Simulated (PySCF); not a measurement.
Molecule: SMILES CC[C@H](C)OC, C₅H₁₂O.

Cartesian coordinates in Å; atom numbers follow the order of the lines, from 1:
```xyz
18

C    -2.0001   -0.6727    0.8222
C    -1.3829    0.0482   -0.3633
C     0.0894    0.3781   -0.1687
C     0.6639    1.1545   -1.3446
O     0.7637   -0.8441    0.0298
C     2.0130   -0.7455    0.6346
H    -3.0561   -0.9212    0.6380
H    -1.9565   -0.0539    1.7333
H    -1.4557   -1.6058    1.0253
H    -1.9239    0.9860   -0.5726
H    -1.4703   -0.5737   -1.2712
H     0.1911    0.9944    0.7522
H     0.5679    0.5644   -2.2692
H     0.1291    2.1063   -1.4812
H     1.7283    1.3912   -1.1987
H     2.3892   -1.7663    0.7932
H     1.9568   -0.2375    1.6184
H     2.7532   -0.2024    0.0159
```

Geometry PBE0-D3(BJ)/def2-SVP throughout; GIAO in PySCF 2.14, gas phase, one conformer, non-relativistic; equivalent atoms averaged; functional PBE0.

For orientation, STO-3G gives these shifts δ (against TMS, H2O at the same level): C3 61.8, C2 27.9, C4 18.1, O5 -30.0, H16/H17/H18 1.68, H12 1.20, H11 1.14, H7/H8/H9 0.89, H13/H14/H15 0.72 ppm.

A run gave: C3 80.3, C2 34.4, C4 18.6, O5 39.8, H16/H17/H18 3.29, H12 2.93, H11 1.28, H7/H8/H9 0.94, H13/H14/H15 0.99 ppm (shifts δ (against TMS, H2O at the same level)).

Which basis set was used in that run?
A. def2-TZVP
B. 6-31G
C. pcSseg-0
D. def2-SVP

Results:

A. O5 tells them apart best: def2-TZVP gives 39.8, 6-31G gives 18.7, pcSseg-0 gives 23.5, def2-SVP gives 33.5 ppm.
